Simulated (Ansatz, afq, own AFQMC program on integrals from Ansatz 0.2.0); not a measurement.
**B₂H, quartet in 6-31G, levels against full CI**

```yaml
atoms:
  - { symbol: B, position_ang: [0.0000, 0.0000, 0.2279] }
  - { symbol: B, position_ang: [0.0000, 0.0000, -1.6341] }
  - { symbol: H, position_ang: [0.0000, 0.0000, 1.4062] }
```

Connectivity, by distances: BH–B.

Basis 6-31G. Only valence electrons are correlated. Ansatz 0.2.0 and our own AFQMC program on the same integrals; the CISD trial comes from CCSD amplitudes, and released means the phaseless constraint is let go. ± is one standard error of the sampling.

Determinant: UHF, the one that the program's search chose, which needn't be the lowest solution. The geometry is a point of a scan.

Full CI on the same integrals is exact in this basis and with this determinant's frozen core.

Cautions: lower spins were not checked; the search met a lower determinant of the same kind, perhaps of another symmetry (6 meV lower), and this one is a saddle point; the released energies move by 1.5 errors or more from one time to the next, so no released level is given (meV from the phaseless value at times in 1/Eh: -6 ± 3 at 0.24, -15 ± 5 at 0.51, -25 ± 6 at 0.99, -23 ± 4 at 1.62, -36 ± 4 at 2.40), though the last usable value meets full CI within the noise.

```
T1 diagnostic                               : 0.0269
weight of the determinant in the CISD state : 0.900
⟨S²⟩ of the determinant                     : 3.758
size of the correlated space                : 7 electrons in 18 orbitals
```

| level | correlation energy (eV) |
| --- | --- |
| MP2 | -2.1112 |
| CCSD | -2.7490 |
| CCSD(T) | -2.8421 |

**Question.** Estimate where phaseless AFQMC with a CISD trial lies against CCSD(T) on the same integrals.

**Answer.** 0.9 ± 0.4 kJ/mol below CCSD(T).

Reference: full CI, correlation energy -2.889 eV.

```json
{"level": "CCSD(T)", "E − E(reference) (kJ/mol)": "4.5", "share of correlation (%)": "98.38"}
{"level": "CCSDT", "E − E(reference) (kJ/mol)": "1.7", "share of correlation (%)": "99.38"}
{"level": "CCSDT(Q)", "E − E(reference) (kJ/mol)": "0.6", "share of correlation (%)": "99.80"}
{"level": "CCSDTQ", "E − E(reference) (kJ/mol)": "0.1", "share of correlation (%)": "99.96"}
{"level": "ph-AFQMC/CISD", "E − E(reference) (kJ/mol)": "3.6 ± 0.4", "share of correlation (%)": "98.70"}
```

CCSDT and higher add their correlation energy to the determinant of the CCSD(T) run, since their own runs factorise the integrals more tightly (a shift of under 2 meV). A walk keeps the symmetry of its determinant, which the program's search chose and which needn't be the lowest solution, so a lower state of the same spin and another symmetry isn't excluded.
